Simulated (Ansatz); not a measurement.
A run of Ansatz (development build ahead of 0.2.0) on singlet LiH3 at this shape:

```xyz
4

Li    0.0000    0.0000    0.0000
H     2.8866    0.0000    1.0506
H    -1.4433    2.4999    1.0506
H    -1.4433   -2.4999    1.0506
```

Its results:

```json
{
  "Converged": "yes",
  "Total energy": "-8.99912 hartree",
  "Spin squared of the determinant": "1.110",
  "Stability test": "minimum"
}
```

Q: Which input gives this output? Name the method, the orbitals and the basis set, and write the input.

A: PBE (unrestricted) in pcseg-2.

```yaml
crystal:
  periodic: [false, false, false]
  atoms:
    - { symbol: Li, position_ang: [0.0, 0.0, 0.0] }
    - { symbol: H, position_ang: [2.8866, 0.0, 1.0506] }
    - { symbol: H, position_ang: [-1.4433, 2.4999, 1.0506] }
    - { symbol: H, position_ang: [-1.4433, -2.4999, 1.0506] }
basis:
  gaussian: { orbitals: pcseg-2 }
magnetization:
  spin_polarized: true
hamiltonian:
  xc: pbe
```

Caution: charge can spread falsely over distant fragments; the unrestricted determinant is a mixture of spin states.
